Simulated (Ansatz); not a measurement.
**[H···H···CH3], doublet along the distance H1-H2**

Starting geometry:

```json
{"atom": "H", "x (Å)": "-2.1409", "y (Å)": "0.0000", "z (Å)": "0.0000"}
{"atom": "H", "x (Å)": "-1.3959", "y (Å)": "0.0000", "z (Å)": "0.0000"}
{"atom": "C", "x (Å)": "0.2371", "y (Å)": "0.0000", "z (Å)": "0.0000"}
{"atom": "H", "x (Å)": "0.2371", "y (Å)": "-1.0800", "z (Å)": "0.0000"}
{"atom": "H", "x (Å)": "0.2371", "y (Å)": "0.5400", "z (Å)": "0.9353"}
{"atom": "H", "x (Å)": "0.2371", "y (Å)": "0.5400", "z (Å)": "-0.9353"}
```

From there H2 is moved from one fragment to the other while all else, the fragments' distance too, stays fixed; atoms are numbered as listed. Energies are in kJ/mol, counted from the starting geometry at the same level. Kohn–Sham curves are unrestricted where that lies lower.

Basis cc-pVDZ; Ansatz 0.2.0. Correlated methods freeze the noble-gas cores. Prefix R: restricted or restricted open-shell reference.

In so small a basis the reference is far from its limit while semilocal and hybrid functionals are nearer theirs (RPA and double hybrids share much of the reference's basis error), so the functionals' errors here hold much of the reference's basis and frozen-core error, which can add to them or hide them.

Full CI isn't at hand for all of this; RCCSDTQ serves as the reference, and is uncertain by about the last step of the cluster series.

```tsv
distance H1-H2 (Å)	RCCSDTQ	PBE	revPBE	r2SCAN	PBE0	B3LYP	wB97M-V	B2PLYP	RPA-PBE
0.745	0.0	0.0	0.0	0.0	0.0	0.0	0.0	0.0	0.0
0.823	4.1	-4.4	-2.9	-0.5	-0.6	0.2	1.5	2.6	2.8
0.978	28.6	6.0	10.1	16.5	15.9	18.3	21.2	24.0	24.5
1.133	39.8	15.1	21.1	27.1	25.3	30.1	31.0	33.8	35.7
1.288	52.2	35.0	42.2	44.0	40.3	48.1	43.8	46.9	51.6
```

Q: Judged by the spread of the error over the points with a reference (largest less smallest), which of these follows RCCSDTQ best and which worst?

A: Subtracting the RCCSDTQ column from each: best RPA-PBE (errors from -4.1 to 0.0, spread 4.1 kJ/mol), worst PBE (from -24.6 to 0.0, spread 24.6 kJ/mol). Functionals and wave-function methods converge differently with the basis, so part of this is basis effect.
